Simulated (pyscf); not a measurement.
HAs=InH (SMILES [AsH]=[InH]) + H₂ (SMILES [H][H]) → H₂As–In (SMILES [AsH2][In]) [singlet] + H₂ (SMILES [H][H]), a concerted two-bond exchange (singlet surface; H–In, H–H broken, As–H, H–H formed). Optimised with ωB97X-D3(BJ)/def2-SVP in PySCF. Energies in eV from the separated reactants.

Small-basis levels: PySCF, no dispersion term, spherical d functions. AM1 to PM7: differences of heats of formation from MOPAC, which are fitted to 298 K values and so differ in kind from electronic energies by zero-point and thermal terms. 

| level | barrier | reaction energy |
|---|---|---|
| HF/6-31G*+LANL2DZ | 2.80 | -1.07 |
| MP2/6-31G*+LANL2DZ | 2.32 | -0.89 |
| B3LYP/LANL2DZ | 1.84 | -0.88 |
| B3LYP/6-31G*+LANL2DZ | 1.90 | -0.87 |
| PBE/def2-SVP | 1.39 | -0.95 |
| AM1 | 1.62 | -1.06 |
| PM7 | 2.24 | -3.06 |
| ωB97M-D3(BJ)/def2-TZVP | 2.03 | -0.97 |

Against the last row the barrier runs from -0.64 (PBE/def2-SVP) to +0.77 eV (HF/6-31G*+LANL2DZ). ωB97M-D3(BJ)/def2-TZVP has limits of its own. The same reactants have a lower exit, to H₂As–InH₂ (barrier +1.41 eV at ωB97M-D3(BJ)/def2-TZVP, against +2.03 eV here). One saddle was located; it need not be the lowest between these sides. A restricted solution here is unstable towards spin polarisation, so biradical character is likely and single-reference numbers are less safe. In the def2 sets elements up to Kr have no core potential. In the def2 sets elements past Kr carry core potentials, without spin-orbit coupling.
